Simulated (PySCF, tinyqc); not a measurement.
Inside a calculation (part 1 of 2). Method: RKS/BP86 in the sto-3g basis, for BH, spin multiplicity 1. The lowest restricted solution is unstable here: a spin-polarised one lies 0.0006 hartree lower (PySCF). Computed by tinyqc, a small Python program that keeps every step (integrals from PySCF). Settings: charge = 0, multiplicity = 1, basis = sto-3g, energy threshold = 1e-08, iteration cap = 67, orthogonalisation = canonical, start = highest core orbitals, DIIS depth = 6, DIIS from iteration = 2, damping = 0.7, method = RKS, functional = b88,p86, grid = [10, 26]. Command: `OMP_NUM_THREADS=1 python tinyqc.py 25236 25237 out.jsonl` (the two numbers bound the seeds that draw the settings). One thread of a shared host (Intel(R) Xeon(R) Processor @ 2.60GHz), about 0.5 s of CPU time with the checks. Later iterations appear only in the table of the cycle.

## One-electron integrals

Geometry (angstrom):
```
atom         x         y         z
B     0.000000  0.000000  0.000000
H     0.000000  0.000000  1.411000
```

Basis sto-3g: exponents (1/bohr^2) and contraction coefficients of normalised primitives:
```
element  l (shell)   exponent  coefficient
B            s (1)  48.791113     0.154329
B            s (1)   8.887362     0.535328
B            s (1)   2.405267     0.444635
B            s (2)   2.236956    -0.099967
B            s (2)   0.519821     0.399513
B            s (2)   0.169062     0.700115
B            p (3)   2.236956     0.155916
B            p (3)   0.519821     0.607684
B            p (3)   0.169062     0.391957
H            s (1)   3.425251     0.154329
H            s (1)   0.623914     0.535328
H            s (1)   0.168855     0.444635
```

Overlap, kinetic and nuclear-attraction integrals over the contracted functions; the nuclear repulsion is the sum of Za Zb / Rab.

nuclear repulsion = 1.87518501 hartree

overlap S:
```
           1B 1s     1B 2s    1B 2px    1B 2py    1B 2pz     2H 1s
1B 1s   1.000000  0.269328  0.000000  0.000000  0.000000  0.040388
1B 2s   0.269328  1.000000  0.000000  0.000000  0.000000  0.368534
1B 2px  0.000000  0.000000  1.000000  0.000000  0.000000  0.000000
1B 2py  0.000000  0.000000  0.000000  1.000000  0.000000  0.000000
1B 2pz  0.000000  0.000000  0.000000  0.000000  1.000000  0.407575
2H 1s   0.040388  0.368534  0.000000  0.000000  0.407575  1.000000
```

kinetic energy T (hartree):
```
            1B 1s      1B 2s    1B 2px    1B 2py    1B 2pz      2H 1s
1B 1s   10.826302  -0.047967  0.000000  0.000000  0.000000  -0.011720
1B 2s   -0.047967   0.359168  0.000000  0.000000  0.000000   0.042975
1B 2px   0.000000   0.000000  1.123881  0.000000  0.000000   0.000000
1B 2py   0.000000   0.000000  0.000000  1.123881  0.000000   0.000000
1B 2pz   0.000000   0.000000  0.000000  0.000000  1.123881   0.133865
2H 1s   -0.011720   0.042975  0.000000  0.000000  0.133865   0.760032
```

nuclear attraction V (hartree):
```
             1B 1s      1B 2s     1B 2px     1B 2py     1B 2pz      2H 1s
1B 1s   -23.522425  -3.240370   0.000000   0.000000  -0.013217  -0.488514
1B 2s    -3.240370  -4.141162   0.000000   0.000000  -0.125243  -1.289160
1B 2px    0.000000   0.000000  -4.081860   0.000000   0.000000   0.000000
1B 2py    0.000000   0.000000   0.000000  -4.081860   0.000000   0.000000
1B 2pz   -0.013217  -0.125243   0.000000   0.000000  -4.168459  -1.352219
2H 1s    -0.488514  -1.289160   0.000000   0.000000  -1.352219  -3.090727
```

core Hamiltonian H = T + V (hartree):
```
             1B 1s      1B 2s     1B 2px     1B 2py     1B 2pz      2H 1s
1B 1s   -12.696123  -3.288337   0.000000   0.000000  -0.013217  -0.500234
1B 2s    -3.288337  -3.781994   0.000000   0.000000  -0.125243  -1.246185
1B 2px    0.000000   0.000000  -2.957980   0.000000   0.000000   0.000000
1B 2py    0.000000   0.000000   0.000000  -2.957980   0.000000   0.000000
1B 2pz   -0.013217  -0.125243   0.000000   0.000000  -3.044579  -1.218354
2H 1s    -0.500234  -1.246185   0.000000   0.000000  -1.218354  -2.330695
```

## Two-electron integrals

Functions are numbered as in S; the eight-fold symmetry (ij|kl) = (ji|kl) = (kl|ij) leaves the list below.

Two-electron integrals (ij|kl) in chemists' order, unique and non-zero (hartree):
```
(11|11) 2.923513   (21|11) 0.518376   (21|21) 0.109262   (22|11) 0.744229
(22|21) 0.193177   (22|22) 0.544804   (31|31) 0.020264   (32|31) 0.029996
(32|32) 0.120346   (33|11) 0.742491   (33|21) 0.193240   (33|22) 0.544682
(33|33) 0.586773   (41|41) 0.020264   (42|41) 0.029996   (42|42) 0.120346
(43|43) 0.031630   (44|11) 0.742491   (44|21) 0.193240   (44|22) 0.544682
(44|33) 0.523513   (44|44) 0.586773   (51|51) 0.020264   (52|51) 0.029996
(52|52) 0.120346   (53|53) 0.031630   (54|54) 0.031630   (55|11) 0.742491
(55|21) 0.193240   (55|22) 0.544682   (55|33) 0.523513   (55|44) 0.523513
(55|55) 0.586773   (61|11) 0.077310   (61|21) 0.016248   (61|22) 0.028859
(61|33) 0.028726   (61|44) 0.028726   (61|51) 0.001148   (61|52) 0.002135
(61|55) 0.029142   (61|61) 0.002489   (62|11) 0.203801   (62|21) 0.053823
(62|22) 0.169255   (62|33) 0.164260   (62|44) 0.164260   (62|51) 0.005890
(62|52) 0.037341   (62|55) 0.179078   (62|61) 0.008547   (62|62) 0.075584
(63|31) 0.005135   (63|32) 0.024617   (63|53) 0.006786   (63|63) 0.007834
(64|41) 0.005135   (64|42) 0.024617   (64|54) 0.006786   (64|64) 0.007834
(65|11) 0.197892   (65|21) 0.052919   (65|22) 0.175567   (65|33) 0.166350
(65|44) 0.166350   (65|51) 0.010061   (65|52) 0.059592   (65|55) 0.193808
(65|61) 0.008766   (65|62) 0.091511   (65|65) 0.116373   (66|11) 0.372576
(66|21) 0.100160   (66|22) 0.357505   (66|33) 0.336941   (66|44) 0.336941
(66|51) 0.012499   (66|52) 0.107123   (66|55) 0.398150   (66|61) 0.016130
(66|62) 0.210267   (66|65) 0.275453   (66|66) 0.774606
```

## Orthogonalisation

S = U s U^T; canonical form X = U s^(-1/2), so that X^T S X = 1. Each column of U has its largest component positive (the first on a tie).

eigenvalues of S: 0.429949  0.798111  1.000000  1.000000  1.175561  1.596379

X:
```
                1          2          3         4          5         6
1B 1s    0.308764   0.771734   0.000000  0.000000   0.584700  0.226341
1B 2s   -0.806831  -0.538127   0.000000  0.000000   0.415530  0.423280
1B 2px   0.000000   0.000000  -0.388713  0.921359   0.000000  0.000000
1B 2py   0.000000   0.000000   0.921359  0.388713   0.000000  0.000000
1B 2pz  -0.730970   0.543451   0.000000  0.000000  -0.532460  0.355076
2H 1s    1.022364  -0.269195   0.000000  0.000000  -0.229355  0.519560
```

Within a degenerate level the vectors are fixed only up to a rotation; this is one choice.

## Starting guess

The start is the highest orbitals of the core Hamiltonian (a deliberately bad start); D = 2 C_occ C_occ^T.

D at the start:
```
            1B 1s      1B 2s    1B 2px    1B 2py     1B 2pz      2H 1s
1B 1s    0.006155  -0.043941  0.000000  0.000000  -0.045479   0.132495
1B 2s   -0.043941   0.313723  0.000000  0.000000   0.324699  -0.945964
1B 2px   0.000000   0.000000  2.000000  0.000000   0.000000   0.000000
1B 2py   0.000000   0.000000  0.000000  2.000000   0.000000   0.000000
1B 2pz  -0.045479   0.324699  0.000000  0.000000   0.336060  -0.979061
2H 1s    0.132495  -0.945964  0.000000  0.000000  -0.979061   2.852350
```

## Iteration 1: exchange-correlation on the grid

Becke grid with 10 radial and 26 angular points per atom, points of zero weight dropped. rho = sum D_ij phi_i phi_j; V_xc,ij = sum w v_xc phi_i phi_j plus the gradient terms; v_xc is d(rho eps)/d rho at fixed gradient.

The 12 grid points with the largest w rho, of 513 (bohr, atomic units):
```
x                  y         z         w       rho  |grad rho|^2     eps_xc       v_xc
-1.719892   0.000000  0.000000  1.636700  0.086285      0.023164  -0.390387  -0.480485
0.000000   -1.719892  0.000000  1.636700  0.086285      0.023164  -0.390387  -0.480485
0.000000    1.719892  0.000000  1.636700  0.086285      0.023164  -0.390387  -0.480485
1.719892    0.000000  0.000000  1.636700  0.086285      0.023164  -0.390387  -0.480485
-1.216147  -1.216147  0.000000  1.309360  0.086285      0.023164  -0.390387  -0.480485
-1.216147   1.216147  0.000000  1.309360  0.086285      0.023164  -0.390387  -0.480485
1.216147   -1.216147  0.000000  1.309360  0.086285      0.023164  -0.390387  -0.480485
1.216147    1.216147  0.000000  1.309360  0.086285      0.023164  -0.390387  -0.480485
-0.958016   0.000000  0.000000  0.336525  0.252297      0.076417  -0.529871  -0.684736
0.000000   -0.958016  0.000000  0.336525  0.252297      0.076417  -0.529871  -0.684736
0.000000    0.958016  0.000000  0.336525  0.252297      0.076417  -0.529871  -0.684736
0.958016    0.000000  0.000000  0.336525  0.252297      0.076417  -0.529871  -0.684736
```

electrons on the grid, sum of w rho = 6.012211

E_xc = sum of w rho eps_xc = -2.43793635 hartree

V_xc (hartree):
```
            1B 1s      1B 2s     1B 2px     1B 2py     1B 2pz      2H 1s
1B 1s   -0.368116  -0.147287   0.000000   0.000000   0.003457  -0.021031
1B 2s   -0.147287  -0.452359   0.000000   0.000000  -0.016873  -0.157655
1B 2px   0.000000   0.000000  -0.492308   0.000000   0.000000   0.000000
1B 2py   0.000000   0.000000   0.000000  -0.492308   0.000000   0.000000
1B 2pz   0.003457  -0.016873   0.000000   0.000000  -0.384770  -0.173168
2H 1s   -0.021031  -0.157655   0.000000   0.000000  -0.173168  -0.532079
```

## Iteration 1: building the Kohn-Sham matrix

J_ij = sum D_kl (ij|kl); F = H + J + V_xc; E = tr D H + tr D J / 2 + E_xc + E_nn.

Coulomb J (hartree):
```
           1B 1s     1B 2s    1B 2px    1B 2py    1B 2pz     2H 1s
1B 1s   3.735537  0.976638  0.000000  0.000000  0.022746  0.147414
1B 2s   0.976638  2.883670  0.000000  0.000000  0.194208  1.070388
1B 2px  0.000000  0.000000  2.887157  0.000000  0.000000  0.000000
1B 2py  0.000000  0.000000  0.000000  2.887157  0.000000  0.000000
1B 2pz  0.022746  0.194208  0.000000  0.000000  2.874792  1.206967
2H 1s   0.147414  1.070388  0.000000  0.000000  1.206967  2.932186
```

Kohn-Sham matrix F (hartree):
```
            1B 1s      1B 2s     1B 2px     1B 2py     1B 2pz      2H 1s
1B 1s   -9.328702  -2.458986   0.000000   0.000000   0.012986  -0.373851
1B 2s   -2.458986  -1.350683   0.000000   0.000000   0.052091  -0.333452
1B 2px   0.000000   0.000000  -0.563131   0.000000   0.000000   0.000000
1B 2py   0.000000   0.000000   0.000000  -0.563131   0.000000   0.000000
1B 2pz   0.012986   0.052091   0.000000   0.000000  -0.554557  -0.184555
2H 1s   -0.373851  -0.333452   0.000000   0.000000  -0.184555   0.069412
```

total energy of this density = -7.76334383 hartree

This density is the starting one.

## Iteration 1: diagonalisation and new density

Diagonalise F' = X^T F X, C = X C', fill 3 alpha and 3 beta electrons from the bottom; D = 2 C_occ C_occ^T; the new density keeps 0.7 of the old one (damping). Each column has its largest component positive (the first on a tie).

F' = X^T F X (hartree):
```
           1          2          3          4          5          6
1  -0.121699  -0.967656   0.000000   0.000000  -0.950859  -0.061851
2  -0.967656  -3.970272   0.000000   0.000000  -3.614292  -1.965482
3   0.000000   0.000000  -0.563131   0.000000   0.000000   0.000000
4   0.000000   0.000000   0.000000  -0.563131   0.000000   0.000000
5  -0.950859  -3.614292   0.000000   0.000000  -4.683293  -2.286037
6  -0.061851  -1.965482   0.000000   0.000000  -2.286037  -1.527202
```

orbital energies (hartree): MO1 -9.329160, MO2 -0.769483, MO3 -0.563131, MO4 -0.563131, MO5 -0.543700, MO6 0.339877

coefficients C:
```
              MO1        MO2       MO3        MO4        MO5        MO6
1B 1s    1.002004  -0.267224  0.000000   0.000000  -0.063103   0.067894
1B 2s   -0.008057   1.016714  0.000000   0.000000   0.251583  -0.441951
1B 2px   0.000000   0.000000  0.886007  -0.463673   0.000000   0.000000
1B 2py   0.000000   0.000000  0.463673   0.886007   0.000000   0.000000
1B 2pz  -0.002857  -0.221462  0.000000   0.000000   0.990190  -0.457950
2H 1s    0.003449  -0.014673  0.000000   0.000000  -0.041436   1.199289
```

D after iteration 1:
```
            1B 1s      1B 2s    1B 2px    1B 2py     1B 2pz      2H 1s
1B 1s    0.649561  -0.198617  0.000000  0.000000   0.001955   0.097173
1B 2s   -0.198617   0.839870  0.000000  0.000000   0.092205  -0.671142
1B 2px   0.000000   0.000000  1.871005  0.246490   0.000000   0.000000
1B 2py   0.000000   0.000000  0.246490  1.528995   0.000000   0.000000
1B 2pz   0.001955   0.092205  0.000000  0.000000   0.264674  -0.683399
2H 1s    0.097173  -0.671142  0.000000  0.000000  -0.683399   1.996781
```

Within a degenerate level the vectors are fixed only up to a rotation; this is one choice.

## Iteration 2: exchange-correlation on the grid

As before.

The 12 grid points with the largest w rho, of 513 (bohr, atomic units):
```
x                  y          z         w       rho  |grad rho|^2     eps_xc       v_xc
-1.719892   0.000000   0.000000  1.636700  0.088811      0.024971  -0.393865  -0.484726
1.719892    0.000000   0.000000  1.636700  0.088811      0.024971  -0.393865  -0.484726
0.000000   -1.719892   0.000000  1.636700  0.074316      0.017610  -0.374200  -0.457774
0.000000    1.719892   0.000000  1.636700  0.074316      0.017610  -0.374200  -0.457774
-1.216147  -1.216147   0.000000  1.309360  0.092011      0.026694  -0.397879  -0.490298
1.216147    1.216147   0.000000  1.309360  0.092011      0.026694  -0.397879  -0.490298
-1.216147   1.216147   0.000000  1.309360  0.071116      0.016082  -0.369464  -0.451407
1.216147   -1.216147   0.000000  1.309360  0.071116      0.016082  -0.369464  -0.451407
-0.958016   0.000000   0.000000  0.336525  0.258972      0.082722  -0.534205  -0.690286
0.958016    0.000000   0.000000  0.336525  0.258972      0.082722  -0.534205  -0.690286
-0.992980  -0.992980  -0.992980  1.105092  0.067774      0.016148  -0.365676  -0.443208
0.992980    0.992980  -0.992980  1.105092  0.067774      0.016148  -0.365676  -0.443208
```

electrons on the grid, sum of w rho = 6.006792

E_xc = sum of w rho eps_xc = -2.76906063 hartree

V_xc (hartree):
```
            1B 1s      1B 2s     1B 2px     1B 2py     1B 2pz      2H 1s
1B 1s   -1.396777  -0.238017   0.000000   0.000000   0.000730  -0.035114
1B 2s   -0.238017  -0.463398   0.000000   0.000000   0.003021  -0.151275
1B 2px   0.000000   0.000000  -0.497137  -0.010214   0.000000   0.000000
1B 2py   0.000000   0.000000  -0.010214  -0.482981   0.000000   0.000000
1B 2pz   0.000730   0.003021   0.000000   0.000000  -0.410386  -0.161020
2H 1s   -0.035114  -0.151275   0.000000   0.000000  -0.161020  -0.484269
```

## Iteration 2: building the Kohn-Sham matrix

As before.

Coulomb J (hartree):
```
           1B 1s     1B 2s    1B 2px    1B 2py    1B 2pz     2H 1s
1B 1s   5.254070  1.222299  0.000000  0.000000  0.009133  0.183018
1B 2s   1.222299  3.112646  0.000000  0.000000  0.105054  1.060929
1B 2px  0.000000  0.000000  3.130390  0.015593  0.000000  0.000000
1B 2py  0.000000  0.000000  0.015593  3.108754  0.000000  0.000000
1B 2pz  0.009133  0.105054  0.000000  0.000000  3.093654  1.152720
2H 1s   0.183018  1.060929  0.000000  0.000000  1.152720  2.664392
```

Kohn-Sham matrix F (hartree):
```
            1B 1s      1B 2s     1B 2px     1B 2py     1B 2pz      2H 1s
1B 1s   -8.838830  -2.304055   0.000000   0.000000  -0.003354  -0.352329
1B 2s   -2.304055  -1.132746   0.000000   0.000000  -0.017168  -0.336530
1B 2px   0.000000   0.000000  -0.324727   0.005379   0.000000   0.000000
1B 2py   0.000000   0.000000   0.005379  -0.332207   0.000000   0.000000
1B 2pz  -0.003354  -0.017168   0.000000   0.000000  -0.361311  -0.226655
2H 1s   -0.352329  -0.336530   0.000000   0.000000  -0.226655  -0.150571
```

total energy of this density = -13.63323403 hartree

This density is a damped mixture and is not idempotent.

## Iteration 2: diagonalisation and new density

As before.

F' = X^T F X (hartree):
```
           1          2          3          4          5          6
1  -0.129723  -0.900597   0.000000   0.000000  -0.835626  -0.225817
2  -0.900597  -3.673671   0.000000   0.000000  -3.552526  -1.838277
3   0.000000   0.000000  -0.334930   0.001075   0.000000   0.000000
4   0.000000   0.000000   0.001075  -0.322004   0.000000   0.000000
5  -0.835626  -3.552526   0.000000   0.000000  -4.334334  -2.116183
6  -0.225817  -1.838277   0.000000   0.000000  -2.116183  -1.503661
```

orbital energies (hartree): MO1 -8.839681, MO2 -0.578399, MO3 -0.373611, MO4 -0.335018, MO5 -0.321916, MO6 0.150302

coefficients C:
```
              MO1        MO2        MO3        MO4       MO5        MO6
1B 1s    1.002868  -0.262805   0.042519   0.000000  0.000000   0.085992
1B 2s   -0.011396   0.997540  -0.194116   0.000000  0.000000  -0.509403
1B 2px   0.000000   0.000000   0.000000  -0.463236  0.886235   0.000000
1B 2py   0.000000   0.000000   0.000000   0.886235  0.463236   0.000000
1B 2pz  -0.001108   0.071309   0.902042   0.000000  0.000000  -0.648447
2H 1s    0.003721   0.084063   0.192049   0.000000  0.000000   1.181641
```

D after iteration 2:
```
            1B 1s      1B 2s    1B 2px    1B 2py     1B 2pz      2H 1s
1B 1s    1.100664  -0.308136  0.000000  0.000000   0.012470   0.061904
1B 2s   -0.308136   1.207647  0.000000  0.000000   0.002171  -0.441879
1B 2px   0.000000   0.000000  1.309703  0.172543   0.000000   0.000000
1B 2py   0.000000   0.000000  0.172543  1.070297   0.000000   0.000000
1B 2pz   0.012470   0.002171  0.000000  0.000000   0.676531  -0.370843
2H 1s    0.061904  -0.441879  0.000000  0.000000  -0.370843   1.424125
```

## Iteration 59 (converged): orbitals

converged F (hartree):
```
            1B 1s      1B 2s    1B 2px    1B 2py     1B 2pz      2H 1s
1B 1s   -6.248940  -1.892130  0.000000  0.000000  -0.010781  -0.291588
1B 2s   -1.892130  -0.795309  0.000000  0.000000  -0.058811  -0.287732
1B 2px   0.000000   0.000000  0.004596  0.000000   0.000000   0.000000
1B 2py   0.000000   0.000000  0.000000  0.004596   0.000000   0.000000
1B 2pz  -0.010781  -0.058811  0.000000  0.000000  -0.017645  -0.204055
2H 1s   -0.291588  -0.287732  0.000000  0.000000  -0.204055  -0.174367
```

Diagonalise F' = X^T F X, C = X C', fill 3 alpha and 3 beta electrons from the bottom; D = 2 C_occ C_occ^T. Each column has its largest component positive (the first on a tie).

F' = X^T F X (hartree):
```
           1          2         3         4          5          6
1   0.168664  -0.543410  0.000000  0.000000  -0.430920  -0.233976
2  -0.543410  -2.275436  0.000000  0.000000  -2.597733  -1.307618
3   0.000000   0.000000  0.004596  0.000000   0.000000   0.000000
4   0.000000   0.000000  0.000000  0.004596   0.000000   0.000000
5  -0.430920  -2.597733  0.000000  0.000000  -3.091329  -1.619932
6  -0.233976  -1.307618  0.000000  0.000000  -1.619932  -1.164311
```

orbital energies (hartree): MO1 -6.257211, MO2 -0.321806, MO3 -0.084394, MO4 0.004596, MO5 0.004596, MO6 0.301000

coefficients C:
```
              MO1        MO2        MO3       MO4        MO5        MO6
1B 1s    0.988657  -0.228002  -0.206613  0.000000   0.000000   0.109067
1B 2s    0.041009   0.676142   0.756004  0.000000   0.000000  -0.511855
1B 2px   0.000000   0.000000   0.000000  0.882435  -0.470435   0.000000
1B 2py   0.000000   0.000000   0.000000  0.470435   0.882435   0.000000
1B 2pz   0.005656   0.232889  -0.546555  0.000000   0.000000  -0.941412
2H 1s   -0.009470   0.459968  -0.463969  0.000000   0.000000   1.006634
```

D after iteration 59:
```
            1B 1s      1B 2s    1B 2px    1B 2py     1B 2pz      2H 1s
1B 1s    2.144235  -0.539637  0.000000  0.000000   0.130836  -0.036749
1B 2s   -0.539637   2.060784  0.000000  0.000000  -0.511001  -0.080294
1B 2px   0.000000   0.000000  0.000000  0.000000   0.000000   0.000000
1B 2py   0.000000   0.000000  0.000000  0.000000   0.000000   0.000000
1B 2pz   0.130836  -0.511001  0.000000  0.000000   0.705984   0.721304
2H 1s   -0.036749  -0.080294  0.000000  0.000000   0.721304   0.853854
```

Within a degenerate level the vectors are fixed only up to a rotation; this is one choice.
